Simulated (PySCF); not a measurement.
## NH⁺: frontier orbitals

LC-ωPBE at R = 1.106 Å; basis H aug-pcseg-1, N aug-pcseg-1; no relativity; PySCF 2.14. State: ⁴Σ⁻ (quartet), unpaired electrons σ ↑, π ↑↑. Only the outer orbitals are listed, counted within each symmetry.

```json
{"spin": "α", "orbital": "2σ", "occ.": "1", "ε (eV)": "-39.23", "on H (%)": "5", "main shells (%)": "94 N s"}
{"spin": "α", "orbital": "3σ", "occ.": "1", "ε (eV)": "-28.46", "on H (%)": "20", "main shells (%)": "74 N p, 19 H s"}
{"spin": "α", "orbital": "1π", "occ.": "1", "ε (eV)": "-25.21", "on H (%)": "-1", "main shells (%)": "100 N p"}
{"spin": "α", "orbital": "1π", "occ.": "1", "ε (eV)": "-25.21", "on H (%)": "-1", "main shells (%)": "100 N p"}
{"spin": "α", "orbital": "4σ", "occ.": "0", "ε (eV)": "-5.50", "on H (%)": "100", "main shells (%)": "95 H s"}
{"spin": "α", "orbital": "5σ", "occ.": "0", "ε (eV)": "-2.79", "on H (%)": "92", "main shells (%)": "79 H s, 20 N p, 13 H p"}
{"spin": "α", "orbital": "2π", "occ.": "0", "ε (eV)": "-2.10", "on H (%)": "5", "main shells (%)": "94 N p"}
{"spin": "β", "orbital": "2σ", "occ.": "1", "ε (eV)": "-34.06", "on H (%)": "10", "main shells (%)": "82 N s, 10 H s"}
{"spin": "β", "orbital": "3σ", "occ.": "0", "ε (eV)": "-14.07", "on H (%)": "21", "main shells (%)": "56 N p, 22 N s, 21 H s"}
{"spin": "β", "orbital": "1π", "occ.": "0", "ε (eV)": "-10.43", "on H (%)": "1", "main shells (%)": "99 N p"}
{"spin": "β", "orbital": "1π", "occ.": "0", "ε (eV)": "-10.43", "on H (%)": "1", "main shells (%)": "99 N p"}
```

Task: Which are the highest filled and the lowest empty level, where do they sit, and how wide is the gap?

Result: Highest filled α 1π at -25.21 eV (in %: 100 N p); lowest empty β 3σ at -14.07 eV (in %: 56 N p, 22 N s, 21 H s); the gap at LC-ωPBE is 11.14 eV.

The bond order (Mayer) is 0.53 and the ⟨S²⟩ is 3.751. The charge on H (Mulliken, basis-dependent) is 0.65. The charge on H (Löwdin, basis-dependent) is 0.26. The dipole moment (positive dipole points towards N; it is taken about the centre of mass and depends on that origin) is -1.76 D.

Shares are Mulliken populations and can fall outside 0 to 100 %.

The state was picked by a PBE0 search and need not be the measured ground state.
